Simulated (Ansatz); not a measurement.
**Relaxing VCr**

These are results of DFT r2SCAN, scalar-relativistic, plane waves, PAW in Ansatz, not measurements. Cutoff 500 eV, Γ-centred k mesh, Gaussian smearing, no spin polarisation in the final step.

This is the end of a relaxation of cell and atoms.

```yaml
crystal:
  lattice:
    - [1.44903, -2.10082, 0.00000]
    - [1.44903, 2.10082, 0.00000]
    - [0.00000, 0.00000, 3.99657]
  atoms:
    - { symbol: V, position: [0.50000, 0.50000, 0.50000] }
    - { symbol: Cr, position: [0.00000, 0.00000, 0.00000] }
```

The zero of energy is the elements' standard structures at the same level; no fitted shifts are applied.

(1) What space group does it have?

(2) How far does it lie from the elements in energy?

(3) Is it a metal?

## Answers

(1) Cmmm (No. 65). Conventional cell: a = 2.898 Å, b = 4.202 Å, c = 3.997 Å. Around V lie 4 Cr at 2.47 Å, 4 V at 2.55 Å, 2 V at 2.90 Å and 4 Cr at 2.90 Å; Cr is coordinated by 4 V at 2.47 Å, 4 Cr at 2.55 Å, 2 Cr at 2.90 Å and 4 V at 2.90 Å.

(2) 0.08 eV/atom.

(3) Yes, bands cross the Fermi level on the 22×22×14 mesh.

The final run used a 22×22×14 mesh on its 2-atom cell and 0.10 eV smearing. For metals, differences of a few meV/atom aren't resolved.

Cost: 2 runs of about 2.6 core-minutes in all, on Intel Xeon 6975P-C (Granite Rapids) (shared hosts).